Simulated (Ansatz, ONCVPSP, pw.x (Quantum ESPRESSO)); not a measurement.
# What a changed setting does to a pw.x run (diamond H)

Potential: optimised norm-conserving Vanderbilt (ONCV), ONCVPSP 4.0.1, PBEsol; core none, reference 1s1; waves: 1s: rc 1.55 bohr, ncon 4, nbas 7, qcut 9.1 1/bohr, 2 projectors, debl 0.7 Ha; p scattering state at 0.13 Ha: rc 1.20 bohr, ncon 3, nbas 7, qcut 5.5 1/bohr, 2 projectors, debl 3.2 Ha; local part: polynomial inside 1.00 bohr (lpopt 3, dvloc0 0 Ha); core correction: none.

The reference run (k-mesh 15³, cutoffs 50/200 Ry, Fermi–Dirac 0.01 Ry, mixing_beta 0.4, conv_thr 1e-9, no spin) gives -0.58 GPa at 3.355 Å³/atom, where all-electron LAPW gives -0.03 GPa. This run, with its own iteration cap, changes smearing to mp.

```
&control
  calculation='scf', prefix='x', pseudo_dir='./', outdir='./tmp', tstress=.true., disk_io='none'
/
&system
  ibrav=0, nat=2, ntyp=1, ecutwfc=50, ecutrho=200, nbnd=8,
  occupations='smearing', smearing='mp', degauss=0.01
/
&electrons
  conv_thr=1e-09, mixing_beta=0.4, electron_maxstep=60
/
ATOMIC_SPECIES
H 1.0 H.UPF
CELL_PARAMETERS angstrom
  0.00000000 1.49703116 1.49703116
  1.49703116 0.00000000 1.49703116
  1.49703116 1.49703116 0.00000000
ATOMIC_POSITIONS crystal
H 0.0000 0.0000 0.0000
H 0.2500 0.2500 0.2500
K_POINTS automatic
15 15 15 0 0 0
```

```bash
pw.x < H.scf.in > H.scf.out
```

Problem. How does the run end?

Solution. It converges in 7 iterations; the free energy moves by +1.3 meV/atom and the pressure by -0.01 GPa. This scheme is built to cancel the term in the square of the width that Fermi–Dirac smearing leaves in the F of a metal.

```
Message from routine setup:
     using ibrav=0 with symmetry is DISCOURAGED, use correct ibrav instead
     lattice parameter (alat)  =       4.0008  a.u.
     unit-cell volume          =      45.2813 (a.u.)^3
     number of electrons       =         2.00
     number of Kohn-Sham states=            8
     kinetic-energy cutoff     =      50.0000  Ry
     charge density cutoff     =     200.0000  Ry
     scf convergence threshold =      1.0E-09
     Exchange-correlation= PBESOL
     number of k points=   120  Methfessel-Paxton smearing, width (Ry)=  0.0100
     iteration #  1     ecut=    50.00 Ry     beta= 0.40
     total energy              =      -2.20259417 Ry
     estimated scf accuracy    <       0.00541794 Ry
     iteration #  2     ecut=    50.00 Ry     beta= 0.40
     total energy              =      -2.20253609 Ry
     estimated scf accuracy    <       0.00187502 Ry
     iteration #  3     ecut=    50.00 Ry     beta= 0.40
     total energy              =      -2.20254617 Ry
     estimated scf accuracy    <       0.00000078 Ry
     iteration #  4     ecut=    50.00 Ry     beta= 0.40
     total energy              =      -2.20254692 Ry
     estimated scf accuracy    <       0.00000213 Ry
     iteration #  5     ecut=    50.00 Ry     beta= 0.40
     total energy              =      -2.20254696 Ry
     estimated scf accuracy    <          2.4E-09 Ry
     iteration #  6     ecut=    50.00 Ry     beta= 0.40
     total energy              =      -2.20254696 Ry
     estimated scf accuracy    <          6.9E-09 Ry
     iteration #  7     ecut=    50.00 Ry     beta= 0.40
     the Fermi energy is     2.7257 ev
!    total energy              =      -2.20254696 Ry
     estimated scf accuracy    <          3.4E-12 Ry
     smearing contrib. (-TS)   =      -0.00000180 Ry
     The total energy is F=E-TS. E is the sum of the following terms:
     one-electron contribution =       0.91561769 Ry
     hartree contribution      =       0.11742978 Ry
     xc contribution           =      -1.33144335 Ry
     ewald contribution        =      -1.90414928 Ry
     convergence has been achieved in   7 iterations
          total   stress  (Ry/bohr**3)                   (kbar)     P=       -5.88
     Message from routine punch:
     Nothing written, as per user request (disk_io='none')
```

The run took about 2.1 s on one core of a shared host (AMD EPYC 9R45, 192 threads, 1484 GiB, load 98).
